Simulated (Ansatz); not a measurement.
Consider the formal loss of a carbene: `F/C=C(\F)CF` → `F/C=C/F` + `[CH]F`.

Calculated with Ansatz (gas phase, PBE0-D4/def2-TZVP geometries, no zero-point term in ΔE). CBS: MP2 limit from def2 TZ/QZ plus the TZ coupled-cluster correction, frozen cores. This one scheme is used for every species. Double bonds are as drawn, so ΔE can hold a change between cis and trans. Functionals use def2-TZVPP. Each species was taken in one conformer, which may not be the lowest.

`F/C=C(\F)CF`:

Cartesian coordinates in Å:
```
F -2.003 -0.108 -1.592
C -1.263 0.086 -0.503
C 0.036 -0.158 -0.489
F 0.677 -0.613 -1.569
C 0.947 0.027 0.673
F 0.252 0.496 1.760
H -1.798 0.454 0.360
H 1.415 -0.928 0.939
H 1.737 0.743 0.422
```

`F/C=C/F`:

```xyz
6

F     1.053   -1.361    0.381
C     0.022   -0.514    0.413
C    -0.023    0.514   -0.413
F    -1.053    1.361   -0.381
H    -0.733   -0.748    1.152
H     0.733    0.748   -1.152
```

`[CH]F`:

Z-matrix (Å, degrees):
```
C
F 1 1.301
H 1 1.126 2 102.3
```

**Question.** Is it downhill or uphill in electronic energy at CCSD(T)/CBS, and by how much? (An estimate is asked.)

**Answer.** The calculation gave: Uphill: ΔE = +3.93 eV.

**Question.** What do these levels give: r2SCAN0-D4, CAM-B3LYP-D4, r2SCAN, CCSD/def2-SVP, SCS-MP2/def2-QZVPP, CCSD/CBS(def2)? (An estimate is asked.)

**Answer.** Computed: r2SCAN0-D4 4.23, CAM-B3LYP-D4 4.02, r2SCAN 4.16, CCSD/def2-SVP 3.90, SCS-MP2/def2-QZVPP 4.00, CCSD/CBS(def2) 3.91 eV.

Largest T1 diagnostic among the species: 0.018.

The D4 term adds +0.10 eV with B3LYP and +0.05 eV with PBE0; it sums over pairs of atoms, weighted by their polarisabilities, and B3LYP, whose exchange is more repulsive, gets the larger term. Leaving LDA and LC-ωPBE aside and taking each functional with its dispersion term where it has one, the values, not all of them listed here, spread over 0.45 eV, from BLYP-D4 to r2SCAN0-D4. LDA lies +0.64 eV from PBE without D4. From PBE to PBE0 (25 % exact exchange), in def2-TZVPP and without D4, ΔE moves by +0.11 eV.

B3LYP here is the variant with VWN-RPA as its local correlation; programs differ in this.
